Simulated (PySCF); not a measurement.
# Simulated absorption spectrum

Compound: C5H6O.
SMILES with atom numbers: `[CH2:1]=[CH:2][C:3](=[CH2:4])[CH:5]=[O:6]` (hydrogens: H7, H8 on C1; H9 on C2; H10, H11 on C4; H12 on C5)

Computed with TDDFT wB97X-D/def2-SVPD, vertical, gas phase, core orbitals frozen in the response (PySCF). The structure is a single PBE0-D3(BJ)/def2-SVP conformer in the gas phase; no vibrational or solvent corrections. Torsions of this conformer, `[CH2:1]=[CH:2][C:3](=[CH2:4])[CH:5]=[O:6]`: C1–C2–C3–C4 180°, C2–C3–C5–O6 -179°.

Computed states:

```tsv
state	E (eV)	f
S1	3.69	0.0002
S2	4.92	0.152
S3	6.08	0.0039
S4	6.21	0.435
S5	6.90	0.110
S6	7.20	0.0004
S7	7.28	0.0066
S8	7.81	0.027
S9	7.90	0.029
S10	8.03	0.0084
```

Broadening: Gaussians 0.5 eV wide at half height, area fixed by f = 4.319×10⁻⁹ ∫ε dν̃. The width is an assumption, not a result. The curve ends short of the highest state used, and states not computed would add to its high-energy end.

(1) What does the envelope look like, and where are its maxima?

(2) On this curve, what absorbance would a 10⁻⁴ mol/L sample give at 193 nm over a 1 cm path?

(3) Coming from long wavelengths, where does ε first pass 100 L mol⁻¹ cm⁻¹?

Results:

(1) 
| λ (nm) | ε (L mol⁻¹ cm⁻¹) |
| --- | --- |
| 166.9 | 1010 |
| 171.5 | 2223 |
| 176.2 | 5071 |
| 180.8 | 6092 |
| 185.4 | 5455 |
| 190.1 | 9202 |
| 194.7 | 18134 |
| 199.4 | 23645 |
| 204.0 | 19517 |
| 208.7 | 10657 |
| 213.3 | 4162 |
| 217.9 | 1216 |
| 222.6 | 336 |
| 227.2 | 382 |
| 231.9 | 1101 |
| 236.5 | 2593 |
| 241.1 | 4739 |
| 245.8 | 6907 |
| 250.4 | 8096 |
| 255.1 | 7860 |
| 259.7 | 6452 |
| 264.4 | 4522 |
| 269.0 | 2791 |
| 273.6 | 1529 |
| 278.3 | 740 |
| 282.9 | 331 |
| 287.6 | 133 |
| 292.2 | 51 |
| 296.9 | 18 |
| 301.5 | 7 |
| 306.1 | 5 |
| 310.8 | 5 |
| 315.4 | 6 |
| 320.1 | 8 |
| 324.7 | 10 |
| 329.3 | 11 |
| 334.0 | 12 |
| 338.6 | 12 |
| 343.3 | 11 |
| 347.9 | 10 |
| 352.6 | 9 |
| 357.2 | 7 |
| 361.8 | 6 |
| 366.5 | 4 |
| 371.1 | 3 |
| 375.8 | 2 |
| 380.4 | 2 |
| 385.1 | 1 |
| 389.7 | 1 |
| 394.3 | 0 |
| 399.0 | 0 |
| 403.6 | 0 |
| 408.3 | 0 |
| 412.9 | 0 |
| 417.5 | 0 |
| 422.2 | 0 |

Maxima: 336 nm (3.69 eV), ε about 12, made up of S1 (100%); 252 nm (4.92 eV), ε about 8200, made up of S2 (100%); 200 nm (6.21 eV), ε about 24000, made up of S4 (99%); 180 nm (6.89 eV), ε about 6100, made up of S5 (97%) (ε in L mol⁻¹ cm⁻¹; maxima over ε = 5, shares over 10%).

(2) 193 nm is 6.424 eV, where ε is about 15000 L mol⁻¹ cm⁻¹, so A = ε c l ≈ 1.5 (Beer–Lambert, with the gas-phase spectrum and the assumed width).

(3) At about 289 nm (4.29 eV), 0.60 eV above S1.

All these states lie below the vertical ionisation energy of 9.31 eV (ΔSCF).

The run took 96 s wall on one thread of an Arm Neoverse V1 (shared host).
